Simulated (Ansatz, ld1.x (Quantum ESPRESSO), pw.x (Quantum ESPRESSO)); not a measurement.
# Equation-of-state test of one TM potential (iridium (Ir))

ld1.x (Quantum ESPRESSO) 7.5 input, shortened:

```
&input
   title='Ir', zed=77., rel=1, dft='PBESOL', iswitch=3,
   config='[Xe] 4f14 5d7 6s1.75 6p0.25'
 /
 &inputp
   pseudotype=2, tm=.true., lloc=2,
   nlcc=.false.
 /
3
6S  1  0   1.75   0.00  2.60  2.60  0.0
6P  2  1   0.25   0.00  3.80  3.80  0.0
5D  3  2   7.00   0.00  1.75  1.75  0.0
 &test
   configts(1)='5d7 6s1.75 6p0.25'
 /
```

Atomic tests: cutoffs needed: 40 Ry and 45 Ry (the cutoffs (Ry, on a coarse ladder) from which the occupation-weighted sum of valence levels, in a spherical-Bessel basis at the reference potential, stays within 10 and 1 mRy of its value at 400 Ry); ghost test: ghost states, extra bound levels that the all-electron valence spectrum of the same l lacks: s at -60.9 eV, p at -10.7 eV; a true bound ghost makes a file unfit for plane-wave use (spherical-Bessel basis up to 400 Ry, 20 bohr box); configuration tests: 1 of 7 tests not solved or not reliable.

Crystal test: sc Ir in pw.x 7.5, no spin, 13³ k-points, Fermi–Dirac smearing 0.01 Ry, cutoffs 55/220 Ry. The reference is all-electron LAPW (Ansatz 0.2.0) with the same functional, mesh and smearing; V0 and B0 come from Birch–Murnaghan fits to the pressures at five volumes. Errors are pseudo minus all-electron; Δ is the rms difference of the E(V) curves that follow from these fits, minima aligned, over ±6 % about the mean V0. Mesh and smearing are coarse, so the numbers serve the comparison and aren't converged zero-temperature values; the lattice is a test structure that the element need not adopt.

All-electron: a0 = 2.543 Å (V0 = 16.45 Å³/atom), B0 = 272.9 GPa.

Task: How far does the potential miss the all-electron equation of state?

Result: mean pressure error (GPa): -16.03; a0 (Å): 2.500; a0 error (%): -1.72; B0 error (%): +25.1; Δ (meV/atom): 55.9. The largest radius (3.80 bohr) exceeds half the bond length (2.40 bohr), so the spheres overlap, which is one possible source of error among others. This is a poor potential for the solid. Note: ghost states, extra bound levels that the all-electron valence spectrum of the same l lacks: s at -60.9 eV, p at -10.7 eV. A true bound ghost makes a file unfit for plane-wave use. Atomic configuration tests: 1 of 7 tests not solved or not reliable.

```json
{"V (Å³/atom)": "15.474", "P all-electron (GPa)": "19.42", "P pseudo (GPa)": "3.19"}
{"V (Å³/atom)": "15.881", "P all-electron (GPa)": "10.47", "P pseudo (GPa)": "-5.54"}
{"V (Å³/atom)": "16.288", "P all-electron (GPa)": "2.75", "P pseudo (GPa)": "-13.18"}
{"V (Å³/atom)": "16.695", "P all-electron (GPa)": "-3.91", "P pseudo (GPa)": "-19.86"}
{"V (Å³/atom)": "17.102", "P all-electron (GPa)": "-9.65", "P pseudo (GPa)": "-25.70"}
```

Task: At the middle volume, how do free energy and pressure move when the wave cutoff is lowered (ecutrho kept at four times it)?

Result:

```json
{"cutoff (Ry)": "25", "shift of F (meV/atom)": "+1152.9", "shift of P (GPa)": "-59.59"}
{"cutoff (Ry)": "33", "shift of F (meV/atom)": "+125.9", "shift of P (GPa)": "-4.52"}
{"cutoff (Ry)": "44", "shift of F (meV/atom)": "+35.5", "shift of P (GPa)": "-0.03"}
```

The run at the middle volume (84 k-points, 11 iterations) took about 8.7 s on one core of a shared host (Neoverse-V2, 192 threads, 742 GiB, load 92).
